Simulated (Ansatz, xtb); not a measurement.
# Relative energy of two structures of AlB2H6−

We compare X, a singlet given by its coordinates, with Y, a singlet given by its coordinates. Both are isolated ions in the gas phase, relaxed with PBE0-D3(BJ)/def2-SVPD.

X (Å):

```xyz
9

Al   -2.4182    0.3829    1.6169
B    -0.4781   -0.0907    0.8375
B    -1.6157   -0.1892   -0.2867
H     0.3879   -0.9119    1.0735
H    -0.4959    0.8009    1.7372
H    -1.7861   -1.1002   -1.0749
H    -2.5899    0.6194   -0.3318
H    -3.3636   -0.4755    2.6477
H    -2.7565    1.9541    1.8221
```

Close contacts (Å): Al1–B2 2.14, Al1–B3 2.14, B2–B3 1.60, Al1–H5 1.97, Al1–H7 1.97, Al1–H8 1.64, Al1–H9 1.62, B2–H4 1.22, B2–H5 1.27, B3–H6 1.22, B3–H7 1.27.

Y (Å):

```xyz
9

Al   -1.6649    0.1138    0.8929
B    -0.3994   -1.2178   -0.0868
B    -2.9310    1.4446    1.8729
H     0.6797   -0.6424   -0.2694
H    -0.9338   -1.5200   -1.1601
H    -0.2625   -2.2080    0.6409
H    -3.0549    2.4431    1.1544
H    -4.0151    0.8735    2.0381
H    -2.4061    1.7326    2.9547
```

Close contacts (Å): Al1–B2 2.08, Al1–B3 2.08, B2–H4 1.24, B2–H5 1.24, B2–H6 1.24, B3–H7 1.24, B3–H8 1.24, B3–H9 1.24.

**Question.** Estimate which is lower in electronic energy at CCSD(T)/def2-SVPD + ΔMP2/def2-TZVPPD, and by roughly how much.

**Answer.** The CCSD(T)/def2-SVPD + ΔMP2/def2-TZVPPD calculation puts structure X lower, by 6.8 kcal/mol.

Level by level:

```
                               level               geometry  E(Y) − E(X) (kcal/mol)  departure from the last row (kcal/mol)  job, with rough time for the two
               PBE0-D3(BJ)/def2-SVPD  PBE0-D3(BJ)/def2-SVPD                      +2.6                                    −4.2                optimisation, 24 s
                        HF/def2-SVPD  PBE0-D3(BJ)/def2-SVPD                      +6.4                                    −0.4           part of the CCSD(T) run
                       MP2/def2-SVPD  PBE0-D3(BJ)/def2-SVPD                      +7.2                                    +0.4           part of the CCSD(T) run
                   CCSD(T)/def2-SVPD  PBE0-D3(BJ)/def2-SVPD                      +6.2                                    −0.7                      single point
CCSD(T)/def2-SVPD + ΔMP2/def2-TZVPPD  PBE0-D3(BJ)/def2-SVPD                      +6.8                                                        single point, 14 s
```

None of the levels shown reverses the order. The largest departure from CCSD(T)/def2-SVPD + ΔMP2/def2-TZVPPD is that of PBE0-D3(BJ)/def2-SVPD, 4.2 kcal/mol. Levels run at GFN2-xTB geometries aren't shown. The last row adds to CCSD(T) the change of the MP2 difference between the two basis sets, here +0.7 kcal/mol.

With harmonic frequencies from PBE0-D3(BJ)/def2-SVPD (ideal gas, rigid rotor, one conformer each, 298.15 K, 1 atm): on the last row, ΔE + ΔZPE = +6.5 kcal/mol. A mode under 50 cm⁻¹ makes harmonic enthalpies and free energies unreliable, so none is given.

The correlated steps freeze 7 core orbitals. Codes used: Ansatz 0.2.0; the last row on 2 threads of Intel(R) Xeon(R) 6975P-C (Granite Rapids) on a shared host.
